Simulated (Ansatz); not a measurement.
```yaml
crystal:
  periodic: [false, false, false]
  atoms:
    - {symbol: C, position_ang: [-0.480929, -1.678588, 0.612452]}
    - {symbol: C, position_ang: [-0.125554, -0.395895, 0.621199]}
    - {symbol: C, position_ang: [0.135993, 0.370894, -0.570713]}
    - {symbol: F, position_ang: [0.004837, -0.274561, -1.739680]}
    - {symbol: C, position_ang: [0.493759, 1.651768, -0.630216]}
    - {symbol: F, position_ang: [0.647865, 2.371562, 0.482357]}
    - {symbol: H, position_ang: [-0.595119, -2.227325, -0.314318]}
    - {symbol: H, position_ang: [-0.666122, -2.209548, 1.537187]}
    - {symbol: H, position_ang: [-0.012947, 0.147785, 1.552498]}
    - {symbol: H, position_ang: [0.681417, 2.192708, -1.547965]}
basis:
  gaussian: {orbitals: 6-31G}
magnetization: {spin_polarized: true, initial_magnetization: 0}
hamiltonian: {xc: {name: revPBE}, dispersion: d3bj}
outputs: {forces: true}
output: {forces: true}
```

```sh
$ ansatz run in.yaml --threads 4 --pin off --events-out ev --progress --plain --max-ram 10444MiB
```

It prints (some lines left out):

```
Error: YAML parse error: error: line 18 column 1: unknown field `outputs`, expected one of crystal, accuracy, basis, kpoints, hamiltonian, magnetization, projection, total_charge, correlation, batch, efield, external_charges, scf, relax, neb, saddle, md, ramp, phonons, dielectric, real_time, elastic, magnetic_configurations, gw, evaluate, workflow, output, checkpoint, execution
16 | magnetization: {spin_polarized: true, initial_magnetization: 0}
17 | hamiltonian: {xc: {name: revPBE}, dispersion: d3bj}
18 | outputs: {forces: true}
19 | output: {forces: true}
```

**Question.** What is wrong with this run?

**Answer.** The input holds a key that doesn't belong there. The program refused the input.
